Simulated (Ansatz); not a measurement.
Relaxation of BClH3 (5 atoms, charge 0, multiplicity 2), to a largest force component of 0.03 eV/Å in at most 50 steps.

The calculation used UKS PBE-D4/cc-pVDZ in Ansatz 0.2.0.

```xyz
5
Properties=species:S:1:pos:R:3
B 0.000 0.000 -0.091
H 0.000 0.000 1.114
H 1.066 0.000 -0.669
H -1.066 0.000 -0.669
Cl 0.000 0.000 3.675
```

Task: Where does it end, and by what steps?

Result: The forces met the threshold. After 7 steps the energy has fallen by 0.325 eV; Cl5 moved furthest, 0.68 Å.

```csv
step,energy less start (eV),largest force component (eV/Å),accepted
0,0.0000,0.782,yes
1,-0.0364,0.519,yes
2,-0.1343,0.427,yes
3,-0.2383,0.480,yes
4,-0.3019,0.912,yes
5,-0.3211,0.319,yes
6,-0.3246,0.057,yes
7,-0.3248,0.012,yes
```

```xyz
5
Properties=species:S:1:pos:R:3
B 0.000 0.000 0.015
H 0.000 0.000 1.345
H 1.094 0.000 -0.499
H -1.094 0.000 -0.499
Cl 0.000 0.000 2.998
```

The run took 17 s on 1 thread of Arm Neoverse V1 (shared host), peak memory 0.12 GiB.
